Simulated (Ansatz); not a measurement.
## CH$_{4}$N: competing structures and spins

Ansatz 0.2.0, basis cc-pVDZ; geometries are PBE0/def2-TZVP minima. Wave-function levels freeze the cores; HF, MP2 and coupled cluster are restricted for singlets and unrestricted otherwise, Kohn–Sham unrestricted where that lies lower. The reference is CCSDT(Q) (coupled cluster only where its series has nearly closed). Semilocal and hybrid functionals correlate all electrons outside any core potential and usually lie nearer their basis limit than the reference, so part of their error here is the reference's basis and frozen-core error; RPA and the MP2 part of double hybrids freeze the same cores as the reference. None of these values is a measured one. Energies are electronic, without zero-point terms. The set is small: such energies can lie up to about 0.3 eV from the limit, spin gaps mostly less, so near ties and functionals' places can change in larger sets. No spin–orbit coupling and no scalar relativity. The species are chosen: bound, without strong static correlation by their natural occupations or amplitudes, and with a ladder that closes on the reference, so errors are smaller than for species at large; levels whose determinant breaks symmetry or spin markedly are left out.

A. doublet; C–N 1.386, N–H 1.008, C–H 1.082, angles at C 117/119°, angles at N 111/115°. Coordinates (Å): N -0.089 0.000 0.645; C 0.085 0.000 -0.730; H 0.221 -0.833 1.121; H 0.221 0.833 1.121; H -0.110 -0.930 -1.247; H -0.110 0.930 -1.247
B. doublet; C–N 1.430, N–H 1.025, C–H 1.091/1.101, angles at C 106/109/111/112°, angles at N 107°. Coordinates (Å): N 0.000 -0.120 0.736; C 0.000 0.045 -0.684; H 0.000 0.819 1.146; H 0.000 -0.923 -1.186; H 0.877 0.617 -1.024; H -0.877 0.617 -1.024

Q: From bonding and spin, estimate the order of these in energy at CCSDT(Q), each at its own geometry.

A: At CCSDT(Q), above the lowest of those listed: A (0.000 eV), B (0.158 eV).

```csv
level,B less A (eV)
CCSDT(Q),0.158
MP2,0.284
CCSD,0.146
CCSD(T),0.158
CCSDT,0.155
PBE,0.318
r2SCAN,0.251
PBE0,0.269
B2PLYP,0.251
RPA-PBE,0.116
```

Every level shown puts the same form lowest.

The geometries are PBE0's, not this basis's own minima.
